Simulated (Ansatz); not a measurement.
Working through a ladder of basis sets of BF2 (charge +1), SMILES F[B+]F

Program: Ansatz 0.2.0 through its Python package.

`bf2.xyz`
```text
3

F     0.32737    1.13387    0.30568
B     0.00074   -0.00032    0.00037
F    -0.32812   -1.13355   -0.30605
```

Notebook, run cell by cell (the value of a cell's last expression is shown):

In [1]:
```python
import ansatz as az
```

In [2]:
```python
system = az.Crystal.molecule_from_extxyz("bf2.xyz")
```

In [3]:
```python
model = system.calculation().functional("B3LYP").charge(1)
```

In [4]:
```python
energies = {}
for basis in ["STO-3G", "6-31G", "6-31G*", "def2-SVP", "def2-SVPD", "def2-TZVP", "def2-TZVPP"]:
    summary = model.basis(gaussian=basis).run(threads=1, pin="off").report
    size = summary["n_frozen"] + summary["n_occupied"][0] + summary["n_virtual"][0]
    energies[basis] = (summary["reference_energy_ev"] / 27.211386246, summary["free_energy_ev"] / 27.211386246)
    print(f"{basis:14s} {size:4d} orbitals  reference {energies[basis][0]:14.6f} Ha  total {energies[basis][1]:14.6f} Ha")
```
```text
STO-3G           15 orbitals  reference    -221.121553 Ha  total    -221.121553 Ha
6-31G            27 orbitals  reference    -224.168881 Ha  total    -224.168881 Ha
6-31G*           45 orbitals  reference    -224.249554 Ha  total    -224.249554 Ha
def2-SVP         42 orbitals  reference    -224.079427 Ha  total    -224.079427 Ha
def2-SVPD        66 orbitals  reference    -224.086516 Ha  total    -224.086516 Ha
def2-TZVP        93 orbitals  reference    -224.355034 Ha  total    -224.355034 Ha
def2-TZVPP       93 orbitals  reference    -224.355034 Ha  total    -224.355034 Ha
```

In [5]:
```python
last = energies["def2-TZVPP"][1]
for basis, (_, total) in energies.items():
    print(f"{basis:14s} lies {27.211386 * (total - last):9.4f} eV above def2-TZVPP")
```
```text
STO-3G         lies   87.9875 eV above def2-TZVPP
6-31G          lies    5.0655 eV above def2-TZVPP
6-31G*         lies    2.8702 eV above def2-TZVPP
def2-SVP       lies    7.4996 eV above def2-TZVPP
def2-SVPD      lies    7.3067 eV above def2-TZVPP
def2-TZVP      lies    0.0000 eV above def2-TZVPP
def2-TZVPP     lies    0.0000 eV above def2-TZVPP
```

Against STO-3G: 6-31G -3047.3 mHa, 6-31G* -3128.0 mHa, def2-SVP -2957.9 mHa, def2-SVPD -2965.0 mHa, def2-TZVP -3233.5 mHa and def2-TZVPP -3233.5 mHa. The last step alone is +0.00 mHa (these two sets differ little on atoms other than hydrogen).

The drop along the ladder measures the basis error, and is no property of the molecule. The geometry is a force-field or estimated start, not a minimum of this method, and the last set is no limit. Much of the fall in a total is atomic energy, which cancels in bond and reaction energies. b3lyp holds the VWN-RPA fit, as in Gaussian; the form of ORCA and Turbomole is b3lyp5. Totals across families of basis sets mostly measure their core functions. It ran for 4.8 s on 1 thread of Arm Neoverse V1, with other jobs on the host, peak memory 0.17 GiB.
